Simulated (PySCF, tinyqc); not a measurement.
Inside a calculation. Method: CIS and TDHF on RHF in the sto-3g basis, for HF, spin multiplicity 1. The lowest restricted solution is unstable here: a spin-polarised one lies 0.0007 hartree lower (PySCF). One step of it, computed by the program tinyqc.

Question. CIS matrix, triplets. A(ia,jb) = (e_a - e_i) d_ij d_ab - (ij|ab).

orbital energies (hartree): MO1 -25.925595, MO2 -1.415348, MO3 -0.488639, MO4 -0.463169, MO5 -0.463169, MO6 0.370181

Two-electron integrals over orbitals (pq|rs), unique and non-zero (hartree):
```
(11|11) 5.364371    (21|11) -0.521153   (21|21) 0.079820    (22|11) 1.231721
(22|21) -0.022616   (22|22) 0.871501    (31|11) 0.103141    (31|21) -0.015242
(31|22) 0.006799    (31|31) 0.017589    (32|11) -0.121158   (32|21) 0.005223
(32|22) -0.044878   (32|31) 0.020560    (32|32) 0.136480    (33|11) 0.892965
(33|21) -0.008604   (33|22) 0.695540    (33|31) -0.002239   (33|32) -0.015869
(33|33) 0.680738    (41|41) 0.029539    (42|41) 0.040061    (42|42) 0.188996
(43|41) -0.007215   (43|42) -0.028730   (43|43) 0.035906    (44|11) 1.264025
(44|21) -0.015058   (44|22) 0.894224    (44|31) 0.003040    (44|32) -0.066874
(44|33) 0.682306    (44|44) 0.997514    (51|51) 0.029539    (52|51) 0.040061
(52|52) 0.188996    (53|51) -0.007215   (53|52) -0.028730   (53|53) 0.035906
(54|54) 0.053770    (55|11) 1.264025    (55|21) -0.015058   (55|22) 0.894224
(55|31) 0.003040    (55|32) -0.066874   (55|33) 0.682306    (55|44) 0.889973
(55|55) 0.997514    (61|11) 0.109077    (61|21) -0.017446   (61|22) 0.002642
(61|31) -0.012143   (61|32) -0.023349   (61|33) 0.005974    (61|44) 0.003169
(61|55) 0.003169    (61|61) 0.020138    (62|11) -0.158687   (62|21) 0.004158
(62|22) -0.087728   (62|31) -0.019944   (62|32) -0.075312   (62|33) -0.022608
(62|44) -0.086688   (62|55) -0.086688   (62|61) 0.018792    (62|62) 0.091586
(63|11) -0.417944   (63|21) 0.007016    (63|22) -0.233349   (63|31) 0.001479
(63|32) 0.081481    (63|33) -0.094867   (63|44) -0.243493   (63|55) -0.243493
(63|61) -0.004898   (63|62) 0.037753    (63|63) 0.228878    (64|41) -0.007138
(64|42) -0.029131   (64|43) -0.021935   (64|64) 0.029190    (65|51) -0.007138
(65|52) -0.029131   (65|53) -0.021935   (65|65) 0.029190    (66|11) 0.841696
(66|21) -0.008972   (66|22) 0.641464    (66|31) 0.010462    (66|32) 0.047126
(66|33) 0.649862    (66|44) 0.625321    (66|55) 0.625321    (66|61) -0.007392
(66|62) -0.054409   (66|63) -0.025431   (66|66) 0.677159
```

Give: CIS matrix A, triplet.

Answer.

CIS matrix A, triplet (hartree):
```
         1>6      2>6      3>6     4>6     5>6
1>6  25.4541   0.0090  -0.0105  0.0000  0.0000
2>6   0.0090   1.1441  -0.0471  0.0000  0.0000
3>6  -0.0105  -0.0471   0.2090  0.0000  0.0000
4>6   0.0000   0.0000   0.0000  0.2080  0.0000
5>6   0.0000   0.0000   0.0000  0.0000  0.2080
```
